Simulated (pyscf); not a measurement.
Optimised with ωB97X-D3(BJ)/def2-SVP in PySCF.

### Question
How much does it cost (ΔH, 298 K, ωB97M-D3(BJ)/def2-TZVP) to split H₂N–Si(NH₂)(SH)–I at its S–Si bond into H₂N–Si•(NH₂)–I + SH•?

### Answer
S–Si to H₂N–Si•(NH₂)–I + SH•: 3.98 eV. The 7 functionals that were run give +3.71 (PBE) to +4.07 eV (ωB97X-D3(BJ)). Other isomers of H₂N–Si•(NH₂)–I were not searched in full and may lie lower. Left out: the spin-orbit lowering of SH. Elements past Kr carry the def2 core potentials, without spin-orbit coupling.
